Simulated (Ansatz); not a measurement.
C3H6O, SMILES `CC(C)=O` (charge 0, multiplicity 1).

Method: LDA/cc-pVTZ // B3LYP-D3(BJ)/def2-TZVP in Ansatz (a first-principles code).

Ansatz 0.2 input:
```yaml
crystal:
  periodic: [false, false, false]
  atoms:
    - { symbol: C, position_ang: [1.245267, -0.24827, -0.253928] }
    - { symbol: C, position_ang: [0.020495, 0.630377, -0.125287] }
    - { symbol: C, position_ang: [-1.254989, -0.054061, 0.314423] }
    - { symbol: O, position_ang: [0.058838, 1.815216, -0.361472] }
    - { symbol: H, position_ang: [2.086103, 0.334542, -0.622274] }
    - { symbol: H, position_ang: [1.496628, -0.68139, 0.717859] }
    - { symbol: H, position_ang: [1.045969, -1.083023, -0.930454] }
    - { symbol: H, position_ang: [-2.05248, 0.676875, 0.424398] }
    - { symbol: H, position_ang: [-1.099463, -0.580545, 1.259295] }
    - { symbol: H, position_ang: [-1.546265, -0.806623, -0.423133] }
basis:
  gaussian: { orbitals: cc-pVTZ }
hamiltonian:
  xc: lda
```

Output:

```
Functional definition: SPW92
1019 factors; their error is unknown
mean field evaluation 1: about -5199.9504 eV, gradient 7.9e1 eV
mean field evaluation 2: about -5183.9298 eV, gradient 1.1e2 eV
mean field evaluation 4: about -5212.6022 eV, gradient 1.3e1 eV
mean field evaluation 8: about -5212.9258 eV, gradient 1.4e-1 eV
mean field evaluation 16: about -5212.9029 eV, gradient 1.2e-4 eV
mean field -5212.90285445 eV, -191.5706464687 hartree, gradient 4.2e-5 eV, S^2 0.000000; 0 other end points of the search recorded, 0 dependent functions left out
reference -5212.90288657 eV, -191.5706476490 hartree; 16, 16 occupied and 188, 188 virtual orbitals, 1019 factors
Total energy: -5212.90288657 eV, -191.5706476490 hartree
```
